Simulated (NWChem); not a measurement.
# BF₃; SMILES FB(F)F

Program: NWChem. The level has its own optimisation; frequencies are unscaled.

Task: Predict the results for LDA (Slater exchange, VWN5)/def2-SVP. Quantities: r B–F (Å); highest harmonic frequency (cm⁻¹); lowest (cm⁻¹); zero-point energy (kcal/mol).

Result: 
```json
{
 "r B–F (Å)": "1.309",
 "highest harmonic frequency (cm⁻¹)": "1509",
 "lowest (cm⁻¹)": "473",
 "zero-point energy (kcal/mol)": "7.9"
}
```
